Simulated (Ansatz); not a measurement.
A calculation with Ansatz (development build ahead of 0.2.0).

```yaml
crystal:
  periodic: [false, false, false]
  atoms:
    - { symbol: O, position_ang: [2.62989, -0.13355, 0.04389] }
    - { symbol: O, position_ang: [1.4306, 2.21078, -0.04389] }
    - { symbol: O, position_ang: [-1.19929, 2.34432, 0.04389] }
    - { symbol: O, position_ang: [-2.62989, 0.13355, -0.04389] }
    - { symbol: O, position_ang: [-1.4306, -2.21078, 0.04389] }
    - { symbol: O, position_ang: [1.19929, -2.34432, -0.04389] }
    - { symbol: H, position_ang: [2.14784, 0.734, -0.03146] }
    - { symbol: H, position_ang: [0.43826, 2.22708, 0.03146] }
    - { symbol: H, position_ang: [-1.70958, 1.49308, -0.03146] }
    - { symbol: H, position_ang: [-2.14784, -0.734, 0.03146] }
    - { symbol: H, position_ang: [-0.43826, -2.22708, -0.03146] }
    - { symbol: H, position_ang: [1.70958, -1.49308, 0.03146] }
    - { symbol: H, position_ang: [3.14365, -0.042, 0.8527] }
    - { symbol: H, position_ang: [1.6082, 2.70148, -0.8527] }
    - { symbol: H, position_ang: [-1.53545, 2.74348, 0.8527] }
    - { symbol: H, position_ang: [-3.14365, 0.042, -0.8527] }
    - { symbol: H, position_ang: [-1.6082, -2.70148, 0.8527] }
    - { symbol: H, position_ang: [1.53545, -2.74348, -0.8527] }
basis:
  gaussian: { orbitals: cc-pVTZ }
hamiltonian:
  xc: pbe0
scf:
  omitted_lower_state_checks: [starts, atomic_configurations, cluster_reference, orbital_swaps, given_window_search, neighbouring_geometries, increment]
```

The input is written out in the form of the current development build from the run's settings.

Output:

```yaml
Converged: yes
Total_energy: -458.33398 hartree
Stability_test: minimum among restricted orbitals
```
